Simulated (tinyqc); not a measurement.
Pariser-Parr-Pople SCF with singles CI, for the molecule C=CC=C[CH2+] (SMILES; centres numbered as the heavy atoms are written), step by step. Computed by tinyqc, a small Python program that keeps every step. Settings: charge = 1, gamma = Ohno, start = huckel, damping = 0.5, iteration cap = 59, excitations kept = 6. Command: `OMP_NUM_THREADS=1 python tinyqc.py 28023 28024 out.jsonl` (the two numbers bound the seeds that draw the settings). One thread of a shared host (Intel(R) Xeon(R) Processor @ 2.60GHz), about 0.01 s of CPU time with the checks. Later iterations appear only in the table of the cycle.

## PPP integrals

Centres (angstrom, eV; a flat drawing with bonds scaled to 1.40 angstrom):
```
centre,x,y,core charge z,W,gamma_rr
1C,-2.425000,-0.280000,1,11.160000,11.130000
2C,-1.212000,0.420000,1,11.160000,11.130000
3C,0.000000,-0.280000,1,11.160000,11.130000
4C,1.212000,0.420000,1,11.160000,11.130000
5C,2.425000,-0.280000,1,11.160000,11.130000
```

Resonance integrals (eV):
```
i,j,beta
1,2,-2.570000
2,3,-2.570000
3,4,-2.570000
4,5,-2.570000
```

Ohno: gamma = 14.399645/sqrt(R^2 + a^2), a = 2 x 14.399645/(gamma_rr + gamma_ss); H_rr = -W_r - sum_(s != r) z_s gamma_rs; H_rs = beta for bonds.

repulsion gamma_rs (eV):
```
,1C,2C,3C,4C,5C
1C,11.130000,7.552439,5.239019,3.670370,2.868686
2C,7.552439,11.130000,7.554960,5.240702,3.670370
3C,5.239019,7.554960,11.130000,7.554960,5.239019
4C,3.670370,5.240702,7.554960,11.130000,7.552439
5C,2.868686,3.670370,5.239019,7.552439,11.130000
```

core matrix H (eV):
```
,1C,2C,3C,4C,5C
1C,-30.490515,-2.570000,0.000000,0.000000,0.000000
2C,-2.570000,-35.178471,-2.570000,0.000000,0.000000
3C,0.000000,-2.570000,-36.747958,-2.570000,0.000000
4C,0.000000,0.000000,-2.570000,-35.178471,-2.570000
5C,0.000000,0.000000,0.000000,-2.570000,-30.490515
```

## Starting guess

pi electrons, sum of z_r less the charge = 4

Orbitals of the Hueckel matrix of the beta values.

P at the start:
```
,1C,2C,3C,4C,5C
1C,0.666667,0.788675,0.333333,-0.211325,-0.333333
2C,0.788675,1.000000,0.577350,0.000000,-0.211325
3C,0.333333,0.577350,0.666667,0.577350,0.333333
4C,-0.211325,0.000000,0.577350,1.000000,0.788675
5C,-0.333333,-0.211325,0.333333,0.788675,0.666667
```

## Iteration 1: Fock matrix

F_rr = H_rr + P_rr gamma_rr / 2 + sum_(s != r) P_ss gamma_rs; F_rs = H_rs - P_rs gamma_rs / 2; E = tr P (H + F) / 2 + core repulsion sum_(r<s) z_r z_s gamma_rs.

F (eV):
```
,1C,2C,3C,4C,5C
1C,-10.152569,-5.548211,-0.873170,0.387820,0.478114
2C,-5.548211,-11.854256,-4.750929,0.000000,0.387820
3C,-0.873170,-4.750929,-10.942680,-4.750929,-0.873170
4C,0.387820,0.000000,-4.750929,-11.854256,-5.548211
5C,0.478114,0.387820,-0.873170,-5.548211,-10.152569
```

pi energy = -56.046170 eV

## Iteration 1: orbitals and new P

Diagonalise F (the basis is taken as orthonormal) and form P = 2 sum c c over the lowest orbitals; 0.5 of the old P is kept.

orbital energies (eV): -20.235896  -17.209944  -8.955864  -5.274996  -3.279630

P after iteration 1:
```
,1C,2C,3C,4C,5C
1C,0.643316,0.790075,0.333110,-0.207291,-0.305424
2C,0.790075,1.028221,0.574571,-0.023039,-0.207291
3C,0.333110,0.574571,0.656925,0.574571,0.333110
4C,-0.207291,-0.023039,0.574571,1.028221,0.790075
5C,-0.305424,-0.207291,0.333110,0.790075,0.643316
```

## Iteration 2: Fock matrix

As before.

F (eV):
```
,1C,2C,3C,4C,5C
1C,-10.083813,-5.553496,-0.872586,0.380417,0.438083
2C,-5.553496,-11.884960,-4.740431,0.060369,0.380417
3C,-0.872586,-4.740431,-10.815137,-4.740431,-0.872586
4C,0.380417,0.060369,-4.740431,-11.884960,-5.553496
5C,0.438083,0.380417,-0.872586,-5.553496,-10.083813
```

pi energy = -56.084780 eV

## Iteration 2: orbitals and new P

As before.

orbital energies (eV): -20.170046  -17.210055  -8.891409  -5.257171  -3.224002

P after iteration 2:
```
,1C,2C,3C,4C,5C
1C,0.628549,0.791500,0.332961,-0.203624,-0.286277
2C,0.791500,1.047459,0.571931,-0.037715,-0.203624
3C,0.332961,0.571931,0.647984,0.571931,0.332961
4C,-0.203624,-0.037715,0.571931,1.047459,0.791500
5C,-0.286277,-0.203624,0.332961,0.791500,0.628549
```

## Convergence

Stop when output and input P, before any damping, agree to 1e-7.

Course of the cycle:
```
iteration,E (eV),largest |P(out) - P(in)|
1,-56.04616977,5.64e-02
2,-56.08477990,3.85e-02
3,-56.11077842,2.64e-02
4,-56.12701151,1.82e-02
5,-56.13671262,1.27e-02
6,-56.14234872,8.83e-03
7,-56.14555989,6.17e-03
8,-56.14736369,4.34e-03
9,-56.14836612,3.24e-03
10,-56.14891855,2.41e-03
11,-56.14922095,1.78e-03
...,...,...
32,-56.14957866,2.03e-06
33,-56.14957866,1.46e-06
34,-56.14957866,1.05e-06
35,-56.14957866,7.55e-07
36,-56.14957866,5.43e-07
37,-56.14957866,3.91e-07
38,-56.14957866,2.81e-07
39,-56.14957866,2.02e-07
40,-56.14957866,1.45e-07
41,-56.14957866,1.05e-07
42,-56.14957866,7.52e-08
```

Converged in 42 iterations.

## Converged orbitals

Charges are z - P_rr.

orbital energies (eV): -20.055341  -17.235880  -8.768053  -5.228282  -3.147074

coefficients:
```
,MO1,MO2,MO3,MO4,MO5
1C,0.299795,0.459628,-0.551469,0.537347,0.325584
2C,0.506488,0.537347,-0.015825,-0.459628,-0.493173
3C,0.554244,0.000000,0.625510,0.000000,0.549137
4C,0.506488,-0.537347,-0.015825,0.459628,-0.493173
5C,0.299795,-0.459628,-0.551469,-0.537347,0.325584
```

pi charges: 1C 0.397730, 2C -0.090544, 3C 0.385628, 4C -0.090544, 5C 0.397730

## Singles CI, singlets

Over the 6 single excitations with the smallest orbital gaps: A = (e_a - e_i) delta + 2 (ia|jb) - (ij|ab), with (pq|rs) = sum c_mp c_mq gamma_mn c_nr c_ns. f = 2/3 w |mu|^2 in atomic units, mu = sqrt2 sum c_ia sum_m c_mi c_ma R_m.

singlet CI matrix (eV):
```
,2>3,1>3,2>4,2>5,1>4,1>5
2>3,4.313125,0.000000,0.000000,-0.321171,0.862052,0.000000
1>3,0.000000,6.324437,0.063909,0.000000,0.000000,-0.524244
2>4,0.000000,0.063909,7.362879,0.000000,0.000000,-0.895501
2>5,-0.321171,0.000000,0.000000,8.501793,-0.691113,0.000000
1>4,0.862052,0.000000,0.000000,-0.691113,9.296953,0.000000
1>5,0.000000,-0.524244,-0.895501,0.000000,0.000000,10.686112
```

singlet excitation energies (eV): 4.158592  6.260408  7.141869  8.107531  9.845748  10.971151

oscillator strengths: 1.161011  0.005531  0.216445  0.025192  0.005396  0.122333

## Singles CI, triplets

Over the 6 single excitations with the smallest orbital gaps: A = (e_a - e_i) delta - (ij|ab), with (pq|rs) = sum c_mp c_mq gamma_mn c_nr c_ns.

triplet CI matrix (eV):
```
,2>3,1>3,2>4,2>5,1>4,1>5
2>3,2.121410,0.000000,0.000000,-0.144095,1.269735,0.000000
1>3,0.000000,4.565507,1.269735,0.000000,0.000000,-0.883239
2>4,0.000000,1.269735,5.429509,0.000000,0.000000,-1.737162
2>5,-0.144095,0.000000,0.000000,7.339019,-1.737162,0.000000
1>4,1.269735,0.000000,0.000000,-1.737162,8.327412,0.000000
1>5,0.000000,-0.883239,-1.737162,0.000000,0.000000,9.543705
```

triplet excitation energies (eV): 1.864200  3.637322  5.443859  6.124377  9.799264  10.457541
